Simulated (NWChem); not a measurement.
# An input for CH4Si (SMILES C=[SiH2])

CH4Si: 6 atoms, total charge 0, spin state singlet. SMILES: `C=[SiH2]`. The shape is that of a GFN2-xTB optimisation.

```xyz
6

C    -0.7387   -0.5472   -0.2651
Si    0.6113    0.4518    0.2183
H    -1.4085   -0.9966    0.4481
H    -0.9629   -0.7582   -1.2967
H     0.9530    0.7660    1.6007
H     1.5459    1.0842   -0.7053
```

Settings wanted:

- task: gradient
- method: DFT
- functional: TPSS0
- dispersion: none
- basis set: 3-21G
- integral approximation: none
- reference: RKS
- relativity: none
- integration grid: coarse
- SCF convergence threshold: 1e-05
- symmetry: none
- module: dft
- d and f functions: Cartesian

Task: Give an NWChem 7.3.0 job that does this.

Result: This one ran through:

input.nw:
```
start input
title "CH4Si"
memory 2200 mb
geometry noautosym nocenter noautoz
C    -0.738690   -0.547160   -0.265100
Si    0.611270    0.451760    0.218260
H    -1.408510   -0.996610    0.448130
H    -0.962920   -0.758160   -1.296740
H     0.952980    0.765970    1.600750
H     1.545870    1.084200   -0.705300
end
basis cartesian
* library 3-21G
end
dft
xc xtpss03 0.75 ctpss03 1.0 hfexch 0.25
grid coarse
convergence energy 1e-05
mulliken
print low
end
task dft gradient
```

```bash
$ nwchem input.nw > input.out
```

Calculated total energy: -328.19076 Eh, largest force 0.802 eV/Å.
